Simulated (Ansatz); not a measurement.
**H2MgOSi: where a starting geometry ends**

The starting geometry of this gas-phase triplet was optimised with GFN2-xTB as a singlet; its bonds are those of `[O]1[Mg][SiH2]1`.

```xyz
5

Mg   -1.5119    1.1497   -1.7011
O     0.2528    2.0259   -0.9574
Si   -0.0661    1.0915    0.2363
H    -0.4955    1.6744    1.5355
H     0.8068   -0.0814    0.5094
```

Problem. Where would you expect an optimisation with B3LYP-D3(BJ)/def2-SVP to take it?

Solution. A bond breaks, giving a structure given below by its coordinates. Distances that change by over a tenth: Mg1–O2 (2.11 → 1.82 Å). Contacts that open: Mg1–Si3 (2.42 → 3.46 Å).

The energy falls by 1.20 eV over 13 steps:

```csv
step,E − E(last) (eV)
1,1.199
2,0.692
4,0.295
5,0.184
6,0.116
8,0.003
9,0.000
10,0.000
12,0.000
13,0.000
```

Final geometry (Å):

```xyz
5

Mg   -1.2834    1.7672   -2.4668
O    -0.6078    1.3161   -0.8364
Si   -0.1777    0.7658    0.6518
H    -0.1293    1.8908    1.6543
H     1.1844    0.1203    0.6199
```

Frequencies at the end are all real (lowest 88 cm⁻¹). Open shells are spin-unrestricted. The triplet needn't be the ground state. Run with Ansatz 0.2.0, 36 s on 1 thread of Arm Neoverse V2, with other jobs on the host.
